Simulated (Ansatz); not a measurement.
Computed with Ansatz on PBE0-D4/def2-TZVP structures; ΔE is electronic, products minus reactants. CCSD(T)/CBS is the MP2 limit (def2-TZVPP, def2-QZVPP) plus CCSD(T) − MP2 in def2-TZVPP, frozen cores. This one scheme is used for every species, atoms too. Functionals use def2-TZVPP. HSE06 is defined as in plane-wave codes. Open shells (•) are unrestricted, without spin–orbit coupling. Spin–orbit coupling would lower the free atoms: a little for C, Cl, F. Each species was taken in one conformer, which may not be the lowest.

`FCC(F)Cl` → 2 C• + Cl• + 2 F• + 3 H•  (atomization)

`FCC(F)Cl`:

Cartesian coordinates in Å:
```
F -0.292 1.074 -1.437
C 0.375 0.145 -0.677
C -0.412 -0.115 0.582
F -0.445 0.998 1.354
Cl 0.374 -1.433 1.473
H 0.473 -0.780 -1.249
H 1.364 0.534 -0.419
H -1.438 -0.423 0.374
```

(1) What is ΔE at CCSD(T)/CBS? (An estimate is asked.)

(2) What do these levels give: r2SCANh-D4, HSE06-D4, CAM-B3LYP-D4, ωB97M-V, BLYP, BHLYP, HF/def2-SVP, MP2/def2-SVP, CCSD(T)/def2-SVP, SCS-MP2/def2-TZVPP, HF/def2-QZVPP, CCSD/CBS(def2)? (An estimate is asked.)

(3) What do rigid-rotor, harmonic-oscillator terms from PBE0-D4/def2-TZVP frequencies (298.15 K, 1 bar) make of the CCSD(T)/CBS value? (An estimate is asked.)

Largest T1 diagnostic among the species: 0.011.

Answers

(1) Computed: +30.63 eV.

(2) Computed: r2SCANh-D4 30.51, HSE06-D4 30.89, CAM-B3LYP-D4 30.74, ωB97M-V 30.76, BLYP 30.32, BHLYP 29.06, HF/def2-SVP 21.86, MP2/def2-SVP 29.71, CCSD(T)/def2-SVP 28.98, SCS-MP2/def2-TZVPP 30.20, HF/def2-QZVPP 21.66, CCSD/CBS(def2) 30.06 eV.

(3) Ansatz gave: ΔZPE = -1.42 eV, ΔH = +29.56 eV, ΔS = 837 J/(mol·K), ΔG = +26.97 eV. Open shells count their whole term as degenerate.

The D4 term adds +0.22 eV with B3LYP and +0.12 eV with PBE0; it sums over pairs of atoms, weighted by their polarisabilities, and B3LYP, whose exchange is more repulsive, gets the larger term. From BLYP to BHLYP (50 % exact exchange), in def2-TZVPP and without D4, ΔE moves by −1.26 eV: exact exchange takes away binding that semilocal exchange gives to molecules. At CCSD(T), def2-SVP lies −1.65 eV from the extrapolated value and def2-TZVPP −0.85 eV: correlation converges slowly with the basis, and small sets miss more of it in the bonded molecule than in its fragments.

B3LYP here is the variant with VWN-RPA as its local correlation; programs differ in this.

For atomizations the MP2-based limit and the directly extrapolated one differ by several kJ/mol either way, and by 10 to 25 for some Ge, Se and Sn compounds, so smaller differences from it don't rank the levels.
